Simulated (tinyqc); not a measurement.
Inside a calculation (part 1 of 2). Method: CCSD on RHF in the sto-3g basis, frozen core, for CH3-, spin multiplicity 1. The basis has no diffuse functions, so it cannot describe the extra electron: this is an exercise in the method, not the real anion. Computed by tinyqc, a small Python program that keeps every step (integrals from PySCF). Settings: charge = -1, multiplicity = 1, basis = sto-3g, method = RHF, frozen orbitals = 1, energy threshold = 1e-10, iteration cap = 55, orthogonalisation = symmetric, start = Wolfsberg-Helmholz matrix, DIIS depth = 6, amplitude equations = CCSD, DIIS depth for amplitudes = 6, cap on updates = 80. Command: `OMP_NUM_THREADS=1 python tinyqc.py 24720 24721 out.jsonl` (the two numbers bound the seeds that draw the settings). One thread of a shared host (Intel(R) Xeon(R) Processor @ 2.60GHz), about 0.2 s of CPU time with the checks. The early iterations of the SCF are left out here.

## One-electron integrals

Geometry (angstrom):
```
atom          x          y         z
C      0.000000   0.000000  0.088000
H      1.008000   0.000000  0.000000
H     -0.504000   0.873000  0.000000
H     -0.504000  -0.873000  0.000000
```

Basis sto-3g: exponents (1/bohr^2) and contraction coefficients of normalised primitives:
```
element  l (shell)   exponent  coefficient
C            s (1)  71.616837     0.154329
C            s (1)  13.045096     0.535328
C            s (1)   3.530512     0.444635
C            s (2)   2.941249    -0.099967
C            s (2)   0.683483     0.399513
C            s (2)   0.222290     0.700115
C            p (3)   2.941249     0.155916
C            p (3)   0.683483     0.607684
C            p (3)   0.222290     0.391957
H            s (1)   3.425251     0.154329
H            s (1)   0.623914     0.535328
H            s (1)   0.168855     0.444635
```

Overlap, kinetic and nuclear-attraction integrals over the contracted functions; the nuclear repulsion is the sum of Za Zb / Rab.

nuclear repulsion = 10.32280235 hartree

overlap S, order 1C 1s, 1C 2s, 1C 2px, 1C 2py, 1C 2pz, 2H 1s, 3H 1s, 4H 1s:
$$\begin{pmatrix}
1.000000 & 0.248362 & 0.000000 & 0.000000 & 0.000000 & 0.074735 & 0.074728 & 0.074728 \\
0.248362 & 1.000000 & 0.000000 & 0.000000 & 0.000000 & 0.536552 & 0.536528 & 0.536528 \\
0.000000 & 0.000000 & 1.000000 & 0.000000 & 0.000000 & 0.490656 & -0.245312 & -0.245312 \\
0.000000 & 0.000000 & 0.000000 & 1.000000 & 0.000000 & 0.000000 & 0.424916 & -0.424916 \\
0.000000 & 0.000000 & 0.000000 & 0.000000 & 1.000000 & -0.042835 & -0.042832 & -0.042832 \\
0.074735 & 0.536552 & 0.490656 & 0.000000 & -0.042835 & 1.000000 & 0.178371 & 0.178371 \\
0.074728 & 0.536528 & -0.245312 & 0.424916 & -0.042832 & 0.178371 & 1.000000 & 0.178352 \\
0.074728 & 0.536528 & -0.245312 & -0.424916 & -0.042832 & 0.178371 & 0.178352 & 1.000000
\end{pmatrix}$$

kinetic energy T (hartree), order 1C 1s, 1C 2s, 1C 2px, 1C 2py, 1C 2pz, 2H 1s, 3H 1s, 4H 1s:
$$\begin{pmatrix}
15.891122 & -0.085890 & 0.000000 & 0.000000 & 0.000000 & -0.006374 & -0.006377 & -0.006377 \\
-0.085890 & 0.472250 & 0.000000 & 0.000000 & 0.000000 & 0.134223 & 0.134208 & 0.134208 \\
0.000000 & 0.000000 & 1.477728 & 0.000000 & 0.000000 & 0.310066 & -0.155014 & -0.155014 \\
0.000000 & 0.000000 & 0.000000 & 1.477728 & 0.000000 & 0.000000 & 0.268506 & -0.268506 \\
0.000000 & 0.000000 & 0.000000 & 0.000000 & 1.477728 & -0.027069 & -0.027066 & -0.027066 \\
-0.006374 & 0.134223 & 0.310066 & 0.000000 & -0.027069 & 0.760032 & -0.004429 & -0.004429 \\
-0.006377 & 0.134208 & -0.155014 & 0.268506 & -0.027066 & -0.004429 & 0.760032 & -0.004431 \\
-0.006377 & 0.134208 & -0.155014 & -0.268506 & -0.027066 & -0.004429 & -0.004431 & 0.760032
\end{pmatrix}$$

nuclear attraction V (hartree), order 1C 1s, 1C 2s, 1C 2px, 1C 2py, 1C 2pz, 2H 1s, 3H 1s, 4H 1s:
$$\begin{pmatrix}
-35.221664 & -4.581890 & -0.000002 & 0.000000 & 0.005127 & -1.409431 & -1.409296 & -1.409296 \\
-4.581890 & -6.696352 & -0.000018 & 0.000000 & 0.050021 & -3.123963 & -3.123779 & -3.123779 \\
-0.000002 & -0.000018 & -6.726033 & 0.000000 & 0.000002 & -2.655834 & 1.327803 & 1.327803 \\
0.000000 & 0.000000 & 0.000000 & -6.726035 & 0.000000 & 0.000000 & -2.299955 & 2.299955 \\
0.005127 & 0.050021 & 0.000002 & 0.000000 & -6.512954 & 0.245350 & 0.245331 & 0.245331 \\
-1.409431 & -3.123963 & -2.655834 & 0.000000 & 0.245350 & -4.877864 & -0.964072 & -0.964072 \\
-1.409296 & -3.123779 & 1.327803 & -2.299955 & 0.245331 & -0.964072 & -4.877746 & -0.963966 \\
-1.409296 & -3.123779 & 1.327803 & 2.299955 & 0.245331 & -0.964072 & -0.963966 & -4.877746
\end{pmatrix}$$

core Hamiltonian H = T + V (hartree), order 1C 1s, 1C 2s, 1C 2px, 1C 2py, 1C 2pz, 2H 1s, 3H 1s, 4H 1s:
$$\begin{pmatrix}
-19.330543 & -4.667780 & -0.000002 & 0.000000 & 0.005127 & -1.415805 & -1.415673 & -1.415673 \\
-4.667780 & -6.224102 & -0.000018 & 0.000000 & 0.050021 & -2.989741 & -2.989571 & -2.989571 \\
-0.000002 & -0.000018 & -5.248305 & 0.000000 & 0.000002 & -2.345768 & 1.172789 & 1.172789 \\
0.000000 & 0.000000 & 0.000000 & -5.248307 & 0.000000 & 0.000000 & -2.031449 & 2.031449 \\
0.005127 & 0.050021 & 0.000002 & 0.000000 & -5.035226 & 0.218281 & 0.218265 & 0.218265 \\
-1.415805 & -2.989741 & -2.345768 & 0.000000 & 0.218281 & -4.117832 & -0.968501 & -0.968501 \\
-1.415673 & -2.989571 & 1.172789 & -2.031449 & 0.218265 & -0.968501 & -4.117714 & -0.968398 \\
-1.415673 & -2.989571 & 1.172789 & 2.031449 & 0.218265 & -0.968501 & -0.968398 & -4.117714
\end{pmatrix}$$

## Two-electron integrals

Functions are numbered as in S; the eight-fold symmetry (ij|kl) = (ji|kl) = (kl|ij) leaves the list below.

Two-electron integrals (ij|kl) in chemists' order, unique and non-zero (hartree):
```
(11|11) 3.541948    (21|11) 0.576921    (21|21) 0.111888    (22|11) 0.854682
(22|21) 0.205284    (22|22) 0.624709    (31|31) 0.020296    (32|31) 0.030858
(32|32) 0.137996    (33|11) 0.852436    (33|21) 0.205335    (33|22) 0.624568
(33|33) 0.672833    (41|41) 0.020296    (42|41) 0.030858    (42|42) 0.137996
(43|43) 0.036269    (44|11) 0.852436    (44|21) 0.205335    (44|22) 0.624568
(44|33) 0.600295    (44|44) 0.672833    (51|51) 0.020296    (52|51) 0.030858
(52|52) 0.137996    (53|53) 0.036269    (54|54) 0.036269    (55|11) 0.852436
(55|21) 0.205335    (55|22) 0.624568    (55|33) 0.600295    (55|44) 0.600295
(55|55) 0.672833    (61|11) 0.175628    (61|21) 0.033801    (61|22) 0.061722
(61|31) 0.002075    (61|32) 0.003816    (61|33) 0.062153    (61|44) 0.061513
(61|51) -0.000181   (61|52) -0.000333   (61|53) -0.000056   (61|55) 0.061518
(61|61) 0.010445    (62|11) 0.374767    (62|21) 0.090989    (62|22) 0.299349
(62|31) 0.008593    (62|32) 0.056194    (62|33) 0.312335    (62|44) 0.292648
(62|51) -0.000750   (62|52) -0.004906   (62|53) -0.001719   (62|55) 0.292798
(62|61) 0.028563    (62|62) 0.179888    (63|11) 0.300544    (63|21) 0.073990
(63|22) 0.258160    (63|31) 0.015972    (63|32) 0.095433    (63|33) 0.283999
(63|44) 0.245046    (63|51) -0.000538   (63|52) -0.003973   (63|53) -0.002409
(63|55) 0.245169    (63|61) 0.024459    (63|62) 0.184688    (63|63) 0.209953
(64|41) 0.009812    (64|42) 0.049921    (64|43) 0.011364    (64|54) -0.000992
(64|64) 0.023717    (65|11) -0.026238   (65|21) -0.006459   (65|22) -0.022538
(65|31) -0.000538   (65|32) -0.003973   (65|33) -0.022809   (65|44) -0.021393
(65|51) 0.009859    (65|52) 0.050268    (65|53) 0.011488    (65|55) -0.023388
(65|61) -0.002135   (65|62) -0.016124   (65|63) -0.016259   (65|65) 0.025136
(66|11) 0.506575    (66|21) 0.125106    (66|22) 0.463111    (66|31) 0.016100
(66|32) 0.136182    (66|33) 0.511313    (66|44) 0.438493    (66|51) -0.001406
(66|52) -0.011889   (66|53) -0.006357   (66|55) 0.439048    (66|61) 0.040011
(66|62) 0.338042    (66|63) 0.385348    (66|65) -0.033641   (66|66) 0.774606
(71|11) 0.175611    (71|21) 0.033798    (71|22) 0.061716    (71|31) -0.001038
(71|32) -0.001908   (71|33) 0.061668    (71|41) 0.001797    (71|42) 0.003305
(71|43) -0.000277   (71|44) 0.061988    (71|51) -0.000181   (71|52) -0.000333
(71|53) 0.000028    (71|54) -0.000048   (71|55) 0.061512    (71|61) 0.010104
(71|62) 0.026804    (71|63) 0.021222    (71|64) 0.001004    (71|65) -0.002005
(71|66) 0.036560    (71|71) 0.010443    (72|11) 0.374745    (72|21) 0.090983
(72|22) 0.299332    (72|31) -0.004296   (72|32) -0.028095   (72|33) 0.297554
(72|41) 0.007441    (72|42) 0.048664    (72|43) -0.008524   (72|44) 0.307397
(72|51) -0.000750   (72|52) -0.004905   (72|53) 0.000859    (72|54) -0.001488
(72|55) 0.292782    (72|61) 0.026805    (72|62) 0.133673    (72|63) 0.106274
(72|64) 0.015695    (72|65) -0.011651   (72|66) 0.200516    (72|71) 0.028559
(72|72) 0.179871    (73|11) -0.150260   (73|21) -0.036992   (73|22) -0.129070
(73|31) 0.011351    (73|32) 0.061295    (73|33) -0.135904   (73|41) -0.002667
(73|42) -0.019706   (73|43) 0.013354    (73|44) -0.128598   (73|51) 0.000269
(73|52) 0.001986    (73|53) -0.001346   (73|54) 0.000613    (73|55) -0.122575
(73|61) -0.009742   (73|62) -0.039544   (73|63) -0.015855   (73|64) -0.003499
(73|65) 0.003364    (73|66) -0.045093   (73|71) -0.012227   (73|72) -0.092333
(73|73) 0.070267    (74|11) 0.260272    (74|21) 0.064075    (74|22) 0.223568
(74|31) -0.002667   (74|32) -0.019706   (74|33) 0.215723    (74|41) 0.014431
(74|42) 0.084052    (74|43) -0.011766   (74|44) 0.242432    (74|51) -0.000466
(74|52) -0.003441   (74|53) 0.000613    (74|54) -0.002054   (74|55) 0.212318
(74|61) 0.018882    (74|62) 0.099886    (74|63) 0.078669    (74|64) 0.027543
(74|65) -0.008519   (74|66) 0.149559    (74|71) 0.021179    (74|72) 0.159934
(74|73) -0.080636   (74|74) 0.163387    (75|11) -0.026236   (75|21) -0.006459
(75|22) -0.022536   (75|31) 0.000269    (75|32) 0.001986    (75|33) -0.021745
(75|41) -0.000466   (75|42) -0.003441   (75|43) 0.000613    (75|44) -0.022454
(75|51) 0.009858    (75|52) 0.050265    (75|53) -0.005743   (75|54) 0.009948
(75|55) -0.023386   (75|61) -0.002005   (75|62) -0.011651   (75|63) -0.009059
(75|64) -0.001345   (75|65) 0.017619    (75|66) -0.018677   (75|71) -0.002135
(75|72) -0.016122   (75|73) 0.008128    (75|74) -0.014079   (75|75) 0.025133
(76|11) 0.114240    (76|21) 0.027784    (76|22) 0.093872    (76|31) 0.001103
(76|32) 0.007537    (76|33) 0.094678    (76|41) 0.001911    (76|42) 0.013054
(76|43) 0.000441    (76|44) 0.095187    (76|51) -0.000385   (76|52) -0.002632
(76|53) -0.000340   (76|54) -0.000589   (76|55) 0.091665    (76|61) 0.008510
(76|62) 0.050883    (76|63) 0.048153    (76|64) 0.005363    (76|65) -0.005015
(76|66) 0.089354    (76|71) 0.008509    (76|72) 0.050881    (76|73) -0.019431
(76|74) 0.044383    (76|75) -0.005014   (76|76) 0.017161    (77|11) 0.506558
(77|21) 0.125102    (77|22) 0.463100    (77|31) -0.008049   (77|32) -0.068087
(77|33) 0.456685    (77|41) 0.013943    (77|42) 0.117936    (77|43) -0.031531
(77|44) 0.493098    (77|51) -0.001405   (77|52) -0.011888   (77|53) 0.003178
(77|54) -0.005505   (77|55) 0.439037    (77|61) 0.036563    (77|62) 0.200522
(77|63) 0.152071    (77|64) 0.035726    (77|65) -0.018678   (77|66) 0.300519
(77|71) 0.040006    (77|72) 0.338023    (77|73) -0.192659   (77|74) 0.333712
(77|75) -0.033639   (77|76) 0.089354    (77|77) 0.774606    (81|11) 0.175611
(81|21) 0.033798    (81|22) 0.061716    (81|31) -0.001038   (81|32) -0.001908
(81|33) 0.061668    (81|41) -0.001797   (81|42) -0.003305   (81|43) 0.000277
(81|44) 0.061988    (81|51) -0.000181   (81|52) -0.000333   (81|53) 0.000028
(81|54) 0.000048    (81|55) 0.061512    (81|61) 0.010104    (81|62) 0.026804
(81|63) 0.021222    (81|64) -0.001004   (81|65) -0.002005   (81|66) 0.036560
(81|71) 0.010103    (81|72) 0.026803    (81|73) -0.011479   (81|74) 0.017876
(81|75) -0.002004   (81|76) 0.008081    (81|77) 0.036559    (81|81) 0.010443
(82|11) 0.374745    (82|21) 0.090983    (82|22) 0.299332    (82|31) -0.004296
(82|32) -0.028095   (82|33) 0.297554    (82|41) -0.007441   (82|42) -0.048664
(82|43) 0.008524    (82|44) 0.307397    (82|51) -0.000750   (82|52) -0.004905
(82|53) 0.000859    (82|54) 0.001488    (82|55) 0.292782    (82|61) 0.026805
(82|62) 0.133673    (82|63) 0.106274    (82|64) -0.015695   (82|65) -0.011651
(82|66) 0.200516    (82|71) 0.026803    (82|72) 0.133665    (82|73) -0.066723
(82|74) 0.084187    (82|75) -0.011650   (82|76) 0.039990    (82|77) 0.200509
(82|81) 0.028559    (82|82) 0.179871    (83|11) -0.150260   (83|21) -0.036992
(83|22) -0.129070   (83|31) 0.011351    (83|32) 0.061295    (83|33) -0.135904
(83|41) 0.002667    (83|42) 0.019706    (83|43) -0.013354   (83|44) -0.128598
(83|51) 0.000269    (83|52) 0.001986    (83|53) -0.001346   (83|54) -0.000613
(83|55) -0.122575   (83|61) -0.009742   (83|62) -0.039544   (83|63) -0.015855
(83|64) 0.003499    (83|65) 0.003364    (83|66) -0.045093   (83|71) -0.011479
(83|72) -0.066723   (83|73) 0.049236    (83|74) -0.041080   (83|75) 0.005694
(83|76) -0.015077   (83|77) -0.106964   (83|81) -0.012227   (83|82) -0.092333
(83|83) 0.070267    (84|11) -0.260272   (84|21) -0.064075   (84|22) -0.223568
(84|31) 0.002667    (84|32) 0.019706    (84|33) -0.215723   (84|41) 0.014431
(84|42) 0.084052    (84|43) -0.011766   (84|44) -0.242432   (84|51) 0.000466
(84|52) 0.003441    (84|53) -0.000613   (84|54) -0.002054   (84|55) -0.212318
(84|61) -0.018882   (84|62) -0.099886   (84|63) -0.078669   (84|64) 0.027543
(84|65) 0.008519    (84|66) -0.149559   (84|71) -0.017876   (84|72) -0.084187
(84|73) 0.041080    (84|74) -0.037556   (84|75) 0.007173    (84|76) -0.026116
(84|77) -0.113832   (84|81) -0.021179   (84|82) -0.159934   (84|83) 0.080636
(84|84) 0.163387    (85|11) -0.026236   (85|21) -0.006459   (85|22) -0.022536
(85|31) 0.000269    (85|32) 0.001986    (85|33) -0.021745   (85|41) 0.000466
(85|42) 0.003441    (85|43) -0.000613   (85|44) -0.022454   (85|51) 0.009858
(85|52) 0.050265    (85|53) -0.005743   (85|54) -0.009948   (85|55) -0.023386
(85|61) -0.002005   (85|62) -0.011651   (85|63) -0.009059   (85|64) 0.001345
(85|65) 0.017619    (85|66) -0.018677   (85|71) -0.002004   (85|72) -0.011650
(85|73) 0.005694    (85|74) -0.007173   (85|75) 0.017617    (85|76) -0.003831
(85|77) -0.018676   (85|81) -0.002135   (85|82) -0.016122   (85|83) 0.008128
(85|84) 0.014079    (85|85) 0.025133    (86|11) 0.114240    (86|21) 0.027784
(86|22) 0.093872    (86|31) 0.001103    (86|32) 0.007537    (86|33) 0.094678
(86|41) -0.001911   (86|42) -0.013054   (86|43) -0.000441   (86|44) 0.095187
(86|51) -0.000385   (86|52) -0.002632   (86|53) -0.000340   (86|54) 0.000589
(86|55) 0.091665    (86|61) 0.008510    (86|62) 0.050883    (86|63) 0.048153
(86|64) -0.005363   (86|65) -0.005015   (86|66) 0.089354    (86|71) 0.008081
(86|72) 0.039990    (86|73) -0.015077   (86|74) 0.026116    (86|75) -0.003831
(86|76) 0.014026    (86|77) 0.058927    (86|81) 0.008509    (86|82) 0.050881
(86|83) -0.019431   (86|84) -0.044383   (86|85) -0.005014   (86|86) 0.017161
(87|11) 0.114228    (87|21) 0.027781    (87|22) 0.093862    (87|31) -0.002206
(87|32) -0.015071   (87|33) 0.095431    (87|44) 0.094413    (87|51) -0.000385
(87|52) -0.002631   (87|53) 0.000680    (87|55) 0.091655    (87|61) 0.008080
(87|62) 0.039988    (87|63) 0.030154    (87|65) -0.003831   (87|66) 0.058922
(87|71) 0.008508    (87|72) 0.050875    (87|73) -0.028715   (87|74) 0.039016
(87|75) -0.005014   (87|76) 0.014025    (87|77) 0.089343    (87|81) 0.008508
(87|82) 0.050875    (87|83) -0.028715   (87|84) -0.039016   (87|85) -0.005014
(87|86) 0.014025    (87|87) 0.017157    (88|11) 0.506558    (88|21) 0.125102
(88|22) 0.463100    (88|31) -0.008049   (88|32) -0.068087   (88|33) 0.456685
(88|41) -0.013943   (88|42) -0.117936   (88|43) 0.031531    (88|44) 0.493098
(88|51) -0.001405   (88|52) -0.011888   (88|53) 0.003178    (88|54) 0.005505
(88|55) 0.439037    (88|61) 0.036563    (88|62) 0.200522    (88|63) 0.152071
(88|64) -0.035726   (88|65) -0.018678   (88|66) 0.300519    (88|71) 0.036559
(88|72) 0.200509    (88|73) -0.106964   (88|74) 0.113832    (88|75) -0.018676
(88|76) 0.058927    (88|77) 0.300508    (88|81) 0.040006    (88|82) 0.338023
(88|83) -0.192659   (88|84) -0.333712   (88|85) -0.033639   (88|86) 0.089354
(88|87) 0.089343    (88|88) 0.774606
```

## Orthogonalisation

S = U s U^T; symmetric (Loewdin) form X = U s^(-1/2) U^T, so that X^T S X = 1.

eigenvalues of S: [0.213572, 0.303313, 0.303321, 0.951746, 1.007557, 1.518310, 1.518327, 2.183854]

X, order 1C 1s, 1C 2s, 1C 2px, 1C 2py, 1C 2pz, 2H 1s, 3H 1s, 4H 1s:
$$\begin{pmatrix}
1.028685 & -0.173044 & -0.000001 & 0.000000 & 0.003416 & 0.026306 & 0.026305 & 0.026305 \\
-0.173044 & 1.566706 & 0.000028 & 0.000000 & -0.042476 & -0.407194 & -0.407152 & -0.407152 \\
-0.000001 & 0.000028 & 1.239937 & 0.000000 & -0.000002 & -0.405529 & 0.202743 & 0.202743 \\
0.000000 & 0.000000 & 0.000000 & 1.239935 & 0.000000 & 0.000000 & -0.351180 & 0.351180 \\
0.003416 & -0.042476 & -0.000002 & 0.000000 & 1.003326 & 0.031981 & 0.031977 & 0.031977 \\
0.026306 & -0.407194 & -0.405529 & 0.000000 & 0.031981 & 1.345964 & -0.041415 & -0.041415 \\
0.026305 & -0.407152 & 0.202743 & -0.351180 & 0.031977 & -0.041415 & 1.345921 & -0.041416 \\
0.026305 & -0.407152 & 0.202743 & 0.351180 & 0.031977 & -0.041415 & -0.041416 & 1.345921
\end{pmatrix}$$

## Iteration 7 (converged): orbitals

converged F (hartree), order 1C 1s, 1C 2s, 1C 2px, 1C 2py, 1C 2pz, 2H 1s, 3H 1s, 4H 1s:
$$\begin{pmatrix}
-10.346046 & -2.818364 & -0.000001 & 0.000000 & 0.007442 & -0.861613 & -0.861534 & -0.861534 \\
-2.818364 & -1.021297 & -0.000017 & 0.000000 & 0.026036 & -0.563605 & -0.563573 & -0.563573 \\
-0.000001 & -0.000017 & 0.206601 & 0.000000 & 0.000002 & -0.229334 & 0.114660 & 0.114660 \\
0.000000 & 0.000000 & 0.000000 & 0.206608 & 0.000000 & 0.000000 & -0.198608 & 0.198608 \\
0.007442 & 0.026036 & 0.000002 & 0.000000 & 0.225892 & 0.029800 & 0.029799 & 0.029799 \\
-0.861613 & -0.563605 & -0.229334 & 0.000000 & 0.029800 & -0.162690 & -0.213260 & -0.213260 \\
-0.861534 & -0.563573 & 0.114660 & -0.198608 & 0.029799 & -0.213260 & -0.162653 & -0.213239 \\
-0.861534 & -0.563573 & 0.114660 & 0.198608 & 0.029799 & -0.213260 & -0.213239 & -0.162653
\end{pmatrix}$$

Diagonalise F' = X^T F X, C = X C', fill 5 alpha and 5 beta electrons from the bottom; D = 2 C_occ C_occ^T. Each column has its largest component positive (the first on a tie).

F' = X^T F X (hartree):
$$\begin{pmatrix}
-10.100980 & -1.583828 & 0.000002 & 0.000000 & 0.011755 & -0.157888 & -0.157857 & -0.157857 \\
-1.583828 & 0.211509 & 0.000015 & 0.000000 & -0.041344 & -0.494105 & -0.494069 & -0.494069 \\
0.000002 & 0.000015 & 0.676045 & 0.000000 & -0.000001 & -0.583424 & 0.291694 & 0.291694 \\
0.000000 & 0.000000 & 0.000000 & 0.676053 & 0.000000 & 0.000000 & -0.505246 & 0.505246 \\
0.011755 & -0.041344 & -0.000001 & 0.000000 & 0.232041 & 0.045670 & 0.045666 & 0.045666 \\
-0.157888 & -0.494105 & -0.583424 & 0.000000 & 0.045670 & 0.451923 & -0.083476 & -0.083476 \\
-0.157857 & -0.494069 & 0.291694 & -0.505246 & 0.045666 & -0.083476 & 0.451901 & -0.083474 \\
-0.157857 & -0.494069 & 0.291694 & 0.505246 & 0.045666 & -0.083476 & -0.083474 & 0.451901
\end{pmatrix}$$

orbital energies (hartree): MO1 -10.353688, MO2 -0.435329, MO3 -0.112266, MO4 -0.112264, MO5 0.225887, MO6 1.190656, MO7 1.323694, MO8 1.323703

coefficients C, order 1C 1s, 1C 2s, 1C 2px, 1C 2py, 1C 2pz, 2H 1s, 3H 1s, 4H 1s:
$$\begin{pmatrix}
0.991694 & -0.213285 & 0.000000 & 0.000004 & -0.027078 & -0.246054 & 0.000000 & -0.000065 \\
0.039379 & 0.535876 & 0.000000 & -0.000022 & 0.126042 & 1.636785 & 0.000000 & 0.000483 \\
0.000001 & 0.000015 & 0.000000 & 0.464739 & 0.000001 & -0.000298 & 0.000000 & 1.252248 \\
0.000000 & 0.000000 & 0.464732 & 0.000000 & 0.000000 & 0.000000 & 1.252245 & 0.000000 \\
-0.001755 & -0.032152 & 0.000000 & -0.000001 & 0.992935 & -0.156814 & 0.000000 & -0.000045 \\
-0.008188 & 0.265872 & 0.000000 & 0.566959 & -0.026045 & -0.792139 & 0.000000 & -1.061444 \\
-0.008188 & 0.265851 & 0.491009 & -0.283496 & -0.026048 & -0.792517 & -0.919016 & 0.530376 \\
-0.008188 & 0.265851 & -0.491009 & -0.283496 & -0.026048 & -0.792517 & 0.919016 & 0.530376
\end{pmatrix}$$

D after iteration 7, order 1C 1s, 1C 2s, 1C 2px, 1C 2py, 1C 2pz, 2H 1s, 3H 1s, 4H 1s:
$$\begin{pmatrix}
2.059363 & -0.157311 & -0.000001 & 0.000000 & -0.043540 & -0.128237 & -0.128235 & -0.128235 \\
-0.157311 & 0.609201 & -0.000004 & 0.000000 & 0.215706 & 0.277713 & 0.277727 & 0.277727 \\
-0.000001 & -0.000004 & 0.431964 & 0.000000 & 0.000001 & 0.526984 & -0.263495 & -0.263495 \\
0.000000 & 0.000000 & 0.000000 & 0.431952 & 0.000000 & 0.000000 & 0.456375 & -0.456375 \\
-0.043540 & 0.215706 & 0.000001 & 0.000000 & 1.973913 & -0.068792 & -0.068794 & -0.068794 \\
-0.128237 & 0.277713 & 0.526984 & 0.000000 & -0.068792 & 0.785752 & -0.178606 & -0.178606 \\
-0.128235 & 0.277727 & -0.263495 & 0.456375 & -0.068794 & -0.178606 & 0.785763 & -0.178595 \\
-0.128235 & 0.277727 & -0.263495 & -0.456375 & -0.068794 & -0.178606 & -0.178595 & 0.785763
\end{pmatrix}$$

Within a degenerate level the vectors are fixed only up to a rotation; this is one choice.
